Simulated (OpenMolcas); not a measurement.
# UHF/STO-3G run of BHCl (SMILES [BH]Cl)

Wanted: the energy of BHCl. 

Program for the calculation: OpenMolcas 26.06.

### 1 The structure to begin with

The species is BHCl (3 atoms), meant as a doublet with charge 0. As SMILES, `[BH]Cl`. The B1–H3 distance was set to 1.463 Å, away from the relaxed value.

Bond lengths: B1–Cl2 1.662 Å. A long bond or contact: B1–H3 1.463 Å.

### 2 The energy at UHF/STO-3G

The input, step1.input:

```
>>> EXPORT MOLCAS_PRINT=2
&GATEWAY
BasLib=$CurrDir
Coord
3
angstrom
B        0.323472      -0.502869       0.112550
Cl       1.158652       0.799201       0.720250
H       -0.966200      -0.355340      -0.562680
Basis=STO-3G
Group=NoSym
&SEWARD
&SCF
UHF
Spin=2
Scramble=0.25
PrOrbitals=1 1
```

The basis set STO-3G is read from a file made from the Basis Set Exchange's data (not shown).

Run with:

```sh
$ export MOLCAS_MEM=1860
$ pymolcas step1.input > step1.log
```

Q: Predict the results. Wanted: total energy; dipole moment; HOMO energy; LUMO energy; ⟨S²⟩.

**Answer.** As computed:

Level: UHF/STO-3G.

| quantity | value |
| --- | --- |
| total energy | -479.42967 Eh |
| dipole moment | 1.09 D |
| HOMO energy (highest over α and β) | -7.99 eV |
| LUMO energy (lowest over α and β) | 5.78 eV |
| ⟨S²⟩ | 0.752 |
